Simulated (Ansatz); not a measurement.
Mulliken charges of `ClC1=CCO1` from B3LYP/def2-TZVPP in Ansatz (PBE0-D4/def2-TZVP geometry).

```csv
atom,x (Å),y (Å),z (Å),charge (e)
Cl1,-0.516,0.684,2.534,-0.047
C2,-0.200,0.233,0.940,0.225
C3,0.575,0.616,-0.075,-0.305
C4,-0.063,-0.516,-0.828,0.066
O5,-0.854,-0.823,0.372,-0.300
H6,1.310,1.375,-0.269,0.148
H7,0.570,-1.369,-1.078,0.106
H8,-0.730,-0.256,-1.651,0.106
```

Q: By hand: the dipole of these point charges (1 e Å = 4.8032 D).

A: Σ q r = (0.233, 0.076, -0.380) e Å, of length 0.452 e Å = 2.17 D.

Q: How does the dipole of the full density compare? (Estimate.)

A: Computed: (0.218, 0.086, -0.329) e Å, 1.94 D; the point charges give 1.12 times that, at 3° from its direction.

Point charges leave out the atoms' own dipoles, such as those of lone pairs, and Mulliken's split depends on the basis, so the close match here is no proof of good charges.

B3LYP here is the variant with VWN-RPA as its local correlation; programs differ in this.
